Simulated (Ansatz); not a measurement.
This geometry of CH5OSi (8 atoms, charge 0, multiplicity 2) is a first-order saddle point.

Theory: Ansatz, UKS PBE/def2-SVP.

```xyz
8
Properties=species:S:1:pos:R:3
C -0.825 0.662 -0.856
Si 0.570 -0.093 0.100
O 0.086 -0.542 1.651
H -0.656 1.309 -1.736
H -1.885 0.501 -0.594
H 1.682 0.915 0.215
H 1.113 -1.310 -0.624
H 0.007 -1.500 1.789
```

(1) Which two structures does it join? (They come from a converged band through this point; their orientation in space is the band's.)

(2) How far does it lie above each of them?

Answers

(1) No bond is made or broken. The dihedral H7–Si2–O3–H8 goes from -64 to 71°.

Initial state:

```xyz
8
Properties=species:S:1:pos:R:3
C -0.868 0.523 -0.800
Si 0.661 -0.008 0.112
O 0.307 -0.735 1.594
H -0.996 0.398 -1.890
H -1.713 1.022 -0.293
H 1.509 1.175 0.491
H 1.457 -0.914 -0.797
H -0.265 -1.519 1.527
```

Final state:

```xyz
8
Properties=species:S:1:pos:R:3
C -0.847 0.627 -0.914
Si 0.506 -0.163 0.064
O -0.207 -0.838 1.434
H -0.742 0.872 -1.984
H -1.807 0.918 -0.454
H 1.557 0.853 0.467
H 1.214 -1.193 -0.786
H 0.418 -1.133 2.118
```

(2) 3.3 kJ/mol above the first and 1.6 kJ/mol above the second. This is the barrier of this one path; another mechanism may lie lower.

Run time: 6.4 min on 1 thread of Arm Neoverse N1, on a shared host, peak memory 0.13 GiB.
